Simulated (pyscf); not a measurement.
PySCF, gas phase, ωB97X-D3(BJ)/def2-SVP geometries.

**Question.** PBE/def2-TZVP puts the barrier of HO–AsH₂ (SMILES O[AsH2]) + SiH₄ (SMILES [SiH4]) -> H₃Si–O–AsH₂ (SMILES [SiH3]O[AsH2]) + H₂ (SMILES [H][H]) (four-centre exchange; singlet surface; H–O, H–Si broken, O–Si, H–H formed) at 116.7 kJ/mol and the reaction energy at -63.7 kJ/mol, from the separated reactants. What do r²SCAN/def2-TZVP, PBE0-D3(BJ)/def2-TZVP, ωB97M-D3(BJ)/def2-TZVP give on the same structures?

**Answer.** r²SCAN: ΔE‡ = 121.1 kJ/mol, ΔE = -77.2 kJ/mol; PBE0-D3(BJ): ΔE‡ = 124.5 kJ/mol, ΔE = -69.1 kJ/mol; ωB97M-D3(BJ): ΔE‡ = 136.4 kJ/mol, ΔE = -74.1 kJ/mol. PBE's barrier lies under all of them, by 4.4 to 19.7 kJ/mol. Its reaction energy lies over all of them, by 5.5 to 13.6 kJ/mol. The same reactants have a lower exit, to AsH₃ + HO–SiH₃ (barrier +108.7 kJ/mol at ωB97M-D3(BJ)/def2-TZVP, against +136.4 kJ/mol here). H₃Si–O–AsH₂ lies 44.7 kJ/mol over its isomer HO–SiH₂–AsH₂ (electronic energy, ωB97M-D3(BJ)/def2-TZVP). One saddle was located; it need not be the lowest between these sides. Elements up to Kr have no core potential and no relativistic terms here.
